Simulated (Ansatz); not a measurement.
# H3NF radical: geometry and frequencies at several levels

One table from this session's results is given with a row withheld; the runs are named, their logs left out.

Program: Ansatz 0.2.0. Level of theory: the levels named in each step. These are calculated values, not measurements.

**Starting point**

Bond lengths: F1–H3 0.944 Å, N2–H4 1.022 Å, N2–H5 1.022 Å. Angles: H4–N2–H5 106.0°.

Structure file:

```xyz
5

F     0.4260   -0.7615   -1.4577
N    -0.1529    0.3346    0.8956
H     0.2206   -0.3726   -0.6224
H    -0.7442    1.1502    1.0653
H     0.1706    0.0261    1.8143
```

Set-up of the first run:

Contents of input.yaml:

```yaml
crystal:
  periodic: [false, false, false]
  atoms:
    - { symbol: F, position_ang: [0.42602156, -0.76154356, -1.45767464] }
    - { symbol: "N", position_ang: [-0.15288209, 0.33458683, 0.89564527] }
    - { symbol: H, position_ang: [0.22062553, -0.37255831, -0.62242372] }
    - { symbol: H, position_ang: [-0.74423999, 1.15016416, 1.06529223] }
    - { symbol: H, position_ang: [0.17056499, 0.02611089, 1.81427085] }
magnetization:
  spin_polarized: true
  initial_magnetization: 1
basis:
  gaussian: { orbitals: def2-TZVPP }
hamiltonian:
  xc: pbe0
  dispersion: d4
phonons: {}
```

Launch:

```sh
> ansatz run input.yaml --threads 2 --pin off --max-ram 5120MiB --backend cpu --events-out ev --progress --plain --runs-dir out
```

Steps of the session up to this table: Frequencies, PBE0-D4/def2-TZVPP; Relaxation, PBE-D4/def2-TZVPP; Frequencies, PBE-D4/def2-TZVPP; Relaxation, r2SCAN-D4/def2-TZVPP; Frequencies, r2SCAN-D4/def2-TZVPP; Relaxation, B3LYP-D4/def2-TZVPP; Frequencies, B3LYP-D4/def2-TZVPP; Relaxation, B2PLYP/def2-TZVPP.

One of the session's tables, all rows but one given; the rest of the session is left out.

It belongs to the step «Geometries side by side». 

```
               level  F1–H3 (Å)  N2–H4 (Å)  dipole (D)
   PBE-D4/def2-TZVPP          ?          ?           ?
r2SCAN-D4/def2-TZVPP     0.9493     1.0228        4.81
 B3LYP-D4/def2-TZVPP     0.9466     1.0230        4.78
   B2PLYP/def2-TZVPP     0.9418     1.0202        4.74
```

Q: Estimate the row for PBE-D4/def2-TZVPP from the others.

The run gave: F1–H3 (Å): 0.9618; N2–H4 (Å): 1.0317; dipole (D): 4.78. In the column «F1–H3 (Å)» it is the highest.
